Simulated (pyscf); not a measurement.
PySCF, gas phase, ωB97X-D3(BJ)/def2-SVP geometries.

**Question.** What is the homolytic dissociation enthalpy (298 K, ωB97M-D3(BJ)/def2-TZVP) of the N–Re bond of H₂N–Re(=O)(=O)=O, to NH₂• + [O=Re(=O)=O]•?

**Answer.** N–Re to NH₂• + [O=Re(=O)=O]•: 373.7 kJ/mol. The 7 functionals that were run give +368.9 (M06-2X) to +398.9 kJ/mol (PBE). The radicals are drawn with the spin at the cut bond; how far it spreads was not checked. Other isomers of [O=Re(=O)=O]• were not searched in full and may lie lower. Open-shell species with a d-block atom are single-reference here; other states, and whether the spin sits on metal or ligand, were not checked. Elements past Kr carry the def2 core potentials, without spin-orbit coupling.
